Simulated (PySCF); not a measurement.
SiH4, SMILES [SiH4]. The structure is a stationary point at B3LYP-D3(BJ)/def2-TZVPD. The isomer is the one that the SMILES or the coordinates give; other isomers of the formula were not compared.

TDDFT-CAM-B3LYP/def2-TZVPD in PySCF puts the lowest singlet excitations at 9.14, 9.14, 9.14, 9.19, 9.19, 9.19 eV.

### Question
What are the lowest excitation roots from ADC(2)/aug-cc-pVDZ run with PySCF 2.14.0? (Estimate from the structure and the level; the computed values follow.)

### Answer
9.50, 9.50, 9.50, 9.61, 9.61, 9.61 eV. S1 differs by 0.36 eV (second minus first; roots are paired by order, and the bases may differ).
